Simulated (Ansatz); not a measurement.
# Si2H6, singlet: CASSCF and its corrections

Calculated in Ansatz's Gaussian-basis code; CASPT2, NEVPT3, NEVPT4(SD) by development code. Basis cc-pV(D+d)Z on Si, cc-pVDZ on H, nonrelativistic, 10 orbitals frozen in the corrections. State-specific CASSCF; RHF is the lowest restricted (open-shell) Hartree–Fock solution met. Single-reference values can break down or jump between states where bonds are stretched. Solutions may break the symmetry of the shape. Lower solutions, or ones in other orbitals, may exist.

Geometry:

```tsv
atom	x (Å)	y (Å)	z (Å)
Si	0.0000	0.0000	1.6348
Si	0.0000	0.0000	-1.6348
H	0.0000	1.3933	2.1531
H	-1.2066	-0.6966	2.1531
H	1.2066	-0.6966	2.1531
H	0.0000	-1.3933	-2.1531
H	-1.2066	0.6966	-2.1531
H	1.2066	0.6966	-2.1531
```

(1) What do CASSCF and its corrections give against RHF in CAS(2,2), and what are the occupations?

(2) How do single-reference totals in the same basis and frozen core stand against SC-NEVPT2 in CAS(2,2)?

(3) Roughly how much CPU time does a whole run from the default start take (median of such runs, summed over threads; nearly all runs on one pinned thread of a shared server, mostly Xeon at 2.3 to 2.6 GHz, by a development driver)?

## Answers

(1) CASSCF -0.710 eV, SC-NEVPT2 -6.026 eV, FIC-NEVPT2 -6.027 eV, NEVPT3 -7.165 eV, NEVPT4(SD) -7.508 eV, CASPT2 (IPEA 0) -6.112 eV; occupations 1.88, 0.12. The MRCI reference weight is 0.892.

(2) CCSD(T) -1.574 eV, CCSDT -1.623 eV. Coupled cluster stands on the determinant that it favours, which can lie over the RHF solution above, and is in doubt where the occupations are far from 0, 1 and 2.

(3) CAS(2,2): about 2.5 s. Other jobs ran beside these, and the count of passes differs.
